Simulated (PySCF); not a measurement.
Species: 2-methyl-2-butene, C5H10.
Bonds: C1–C2, C2–C3 (double), C3–C4, C3–C5. Hydrogens: H6, H7, H8 on C1; H9 on C2; H10, H11, H12 on C4; H13, H14, H15 on C5.

Method: PBE0-D3(BJ)/def2-SVP geometry optimisation, gas phase in PySCF 2.14.0; density fitting, grid level 1; the optimiser is geomeTRIC in internal coordinates, started from an MMFF94s structure.

The end geometry, which sets the zero of energy:
```
atom  x, y, z in Å
C1      1.9749   -0.5248   -0.5440
C2      0.7466    0.3171   -0.6502
C3     -0.4047    0.1985    0.0314
C4     -0.6761   -0.8552    1.0638
C5     -1.5406    1.1510   -0.2049
H6      2.2531   -0.9428   -1.5261
H7      1.8642   -1.3648    0.1553
H8      2.8372    0.0767   -0.2087
H9      0.8070    1.1381   -1.3763
H10    -1.5540   -1.4600    0.7784
H11    -0.9216   -0.3932    2.0354
H12     0.1680   -1.5387    1.2206
H13    -1.3047    1.8861   -0.9875
H14    -2.4555    0.6109   -0.5044
H15    -1.7939    1.7018    0.7177
```

Question: These geometries come from the run, each turned onto the end geometry. Order them by energy, lowest first.
A.
```
atom  x, y, z in Å
C1      1.9841   -0.5226   -0.5489
C2      0.7513    0.3188   -0.6442
C3     -0.4028    0.1918    0.0391
C4     -0.6950   -0.8600    1.0734
C5     -1.5421    1.1493   -0.2009
H6      2.2030   -0.9639   -1.5264
H7      1.9104   -1.3358    0.1747
H8      2.8343    0.1042   -0.2618
H9      0.8344    1.1283   -1.3695
H10    -1.5599   -1.4576    0.7664
H11    -0.9273   -0.3872    2.0336
H12     0.1330   -1.5504    1.2433
H13    -1.3008    1.9030   -0.9580
H14    -2.4281    0.6055   -0.5447
H15    -1.7945    1.6775    0.7244
```
B.
```
atom  x, y, z in Å
C1      1.9485   -0.5552   -0.5608
C2      0.7399    0.3155   -0.6692
C3     -0.3989    0.2157    0.0338
C4     -0.6416   -0.8222    1.0895
C5     -1.5456    1.1558   -0.2017
H6      2.2680   -0.9056   -1.5568
H7      1.7906   -1.4452    0.0645
H8      2.8022    0.0076   -0.1439
H9      0.8051    1.1216   -1.4121
H10    -1.4463   -1.5102    0.7749
H11    -0.9866   -0.3518    2.0260
H12     0.2470   -1.4219    1.3273
H13    -1.2829    1.9585   -0.9057
H14    -2.4200    0.6150   -0.6060
H15    -1.8796    1.6232    0.7408
```
C.
```
atom  x, y, z in Å
C1      1.9679   -0.5353   -0.5630
C2      0.7398    0.3083   -0.6612
C3     -0.3988    0.2037    0.0445
C4     -0.6701   -0.8401    1.0871
C5     -1.5350    1.1531   -0.2014
H6      2.2680   -0.9092   -1.5556
H7      1.8390   -1.4039    0.0972
H8      2.8240    0.0452   -0.1778
H9      0.7878    1.1216   -1.3966
H10    -1.5058   -1.4940    0.7831
H11    -0.9756   -0.3673    2.0357
H12     0.1978   -1.4799    1.2899
H13    -1.2733    1.9199   -0.9442
H14    -2.4287    0.6180   -0.5679
H15    -1.8372    1.6605    0.7307
```

Answer: C (0.004 eV), B (0.011 eV), A (0.025 eV).

In the order of the answer:

| step | E above end (eV) | largest force (eV/Å) | rms force component (eV/Å) | rms distance from end (Å) | rms bond change (Å) | bond most changed (Å) |
| --- | --- | --- | --- | --- | --- | --- |
| 6 | 0.004 | 0.13 | 0.029 | 0.053 | 0.000 | C1–H6 -0.001 |
| 3 | 0.011 | 0.12 | 0.032 | 0.093 | 0.001 | C2=C3 -0.001 |
| 0 | 0.025 | 0.58 | 0.211 | 0.035 | 0.007 | C5–H15 -0.009 |

What follows is the cost of the whole optimisation. On one thread of an Arm Neoverse V1, shared host with 32 logical CPUs at a one-minute load of 19, this took 47 s wall and 0.51 GiB of memory at its peak.
